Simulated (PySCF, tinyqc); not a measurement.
A ladder of methods, and size consistency: correlation methods against full CI in the sto-3g basis, for LiH, spin multiplicity 1. Computed by the program tinyqc with PySCF. 

Geometry (angstrom):
```
atom       x       y       z
Li    0.0000  0.0000  0.0000
H     0.0000  0.0000  2.1750
```

RHF energy of one = -7.810985 hartree

All electrons correlated; +Q is the Davidson correction (1 - c0^2) E_corr. The last columns treat two copies 100 angstrom apart as one system. FCI is the lowest singlet.

Correlation energies (hartree):
```
method   E_corr of one  share of FCI (%)  E_corr of two at 100 angstrom  two minus twice one (mhartree)
MP2           -0.02043            55.741                       -0.04085                       -6.95e-05
CISD          -0.03661            99.922                       -0.06878                           4.449
CISD+Q        -0.03926           107.154                       -0.07637                           2.162
CCSD          -0.03662            99.936                       -0.07324                       -1.72e-04
CCSD(T)       -0.03664            99.989                       -0.07328                       -1.71e-04
FCI           -0.03664           100.000                              -                               -
```

MP2 recovers 56 %, CISD 99.9 % and CCSD 99.9 % of the FCI value (c0^2 = 0.928 in CISD). MP2 and coupled cluster are size consistent, so their last column vanishes but for a trace of long-range electrostatics; CISD loses 4.45 mhartree, since a double excitation on each copy is a quadruple of the pair, and the Davidson correction leaves +2.16. The restricted reference is unstable here: a spin-polarised solution lies 0.0037 hartree lower (PySCF), so results built on it describe a poor reference.
